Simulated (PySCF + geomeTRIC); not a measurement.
Species: H2N, SMILES `[NH2]` (charge 0, multiplicity 2).

Give a relaxed geometry from TPSS-D3(BJ)/def2-SVP run with PySCF + geomeTRIC.

the end point of this relaxation (outside a Z-matrix the atoms follow the SMILES, hydrogens last).
Z-matrix (Å, degrees):
```
N
H 1 1.0447
H 1 1.0447 2 100.74
```
